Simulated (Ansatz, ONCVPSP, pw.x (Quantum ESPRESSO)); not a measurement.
**What a changed setting does to a pw.x run (bcc Rb)**

Potential: optimised norm-conserving Vanderbilt (ONCV), ONCVPSP 4.0.1, PBE; core [Ar] 3d10, reference 4s2 4p6 5s1; waves: 4s+5s: rc 2.35 bohr, ncon 4, nbas 8, qcut 5.4 1/bohr, 2 projectors; 4p: rc 2.45 bohr, ncon 5, nbas 8, qcut 4.6 1/bohr, 1 projector; d scattering state at 0.12 Ha: rc 1.85 bohr, ncon 4, nbas 7, qcut 4.3 1/bohr, local; local part: the d channel; core correction: Teter function, fcfact 3.5, rcfact 1.25.

The reference run (k-mesh 8³, cutoffs 50/200 Ry, Fermi–Dirac 0.01 Ry, mixing_beta 0.4, conv_thr 1e-9, no spin) gives -0.01 GPa at 91.801 Å³/atom, where all-electron LAPW gives -0.00 GPa. This run, with its own iteration cap, changes nosym to true.

```
&control
  calculation='scf', prefix='x', pseudo_dir='./', outdir='./tmp', tstress=.true., disk_io='none'
/
&system
  ibrav=0, nat=1, ntyp=1, ecutwfc=50, ecutrho=200, nbnd=12,
  occupations='smearing', smearing='fd', degauss=0.01, nosym=.true.
/
&electrons
  conv_thr=1e-09, mixing_beta=0.4, electron_maxstep=50
/
ATOMIC_SPECIES
Rb 1.0 Rb.UPF
CELL_PARAMETERS angstrom
  -2.84181503 2.84181503 2.84181503
  2.84181503 -2.84181503 2.84181503
  2.84181503 2.84181503 -2.84181503
ATOMIC_POSITIONS crystal
Rb 0.0000 0.0000 0.0000
K_POINTS automatic
8 8 8 0 0 0
```

```bash
pw.x < Rb.scf.in > Rb.scf.out
```

How does the run end?

It converges in 10 iterations; the free energy moves by +0.0 meV/atom and the pressure by +0.00 GPa. The result is that of the reference run.

```
lattice parameter (alat)  =       9.3015  a.u.
     unit-cell volume          =     619.5039 (a.u.)^3
     number of electrons       =         9.00
     number of Kohn-Sham states=           12
     kinetic-energy cutoff     =      50.0000  Ry
     charge density cutoff     =     200.0000  Ry
     scf convergence threshold =      1.0E-09
     Exchange-correlation= PBE
     number of k points=   260  Fermi-Dirac smearing, width (Ry)=  0.0100
     iteration #  1     ecut=    50.00 Ry     beta= 0.40
     total energy              =     -51.15533842 Ry
     estimated scf accuracy    <       0.00134671 Ry
     iteration #  2     ecut=    50.00 Ry     beta= 0.40
     total energy              =     -51.15541904 Ry
     estimated scf accuracy    <       0.00028574 Ry
     iteration #  3     ecut=    50.00 Ry     beta= 0.40
     total energy              =     -51.15546242 Ry
     estimated scf accuracy    <       0.00003366 Ry
     [... 4 iterations left out ...]
     iteration #  8     ecut=    50.00 Ry     beta= 0.40
     total energy              =     -51.15546469 Ry
     estimated scf accuracy    <          2.8E-09 Ry
     iteration #  9     ecut=    50.00 Ry     beta= 0.40
     total energy              =     -51.15546469 Ry
     estimated scf accuracy    <          2.2E-09 Ry
     iteration # 10     ecut=    50.00 Ry     beta= 0.40
     the Fermi energy is     1.8995 ev
!    total energy              =     -51.15546469 Ry
     estimated scf accuracy    <          4.3E-10 Ry
     smearing contrib. (-TS)   =      -0.00424421 Ry
     The total energy is F=E-TS. E is the sum of the following terms:
     one-electron contribution =     -27.94226683 Ry
     hartree contribution      =      14.63863254 Ry
     xc contribution           =     -10.40214186 Ry
     ewald contribution        =     -27.44544433 Ry
     convergence has been achieved in  10 iterations
          total   stress  (Ry/bohr**3)                   (kbar)     P=       -0.04
     Message from routine punch:
     Nothing written, as per user request (disk_io='none')
```

The run took about 4.5 min on one core of a shared host (Intel(R) Xeon(R) Platinum 8375C CPU @ 2.90GHz, 64 threads, 248 GiB, load 82).
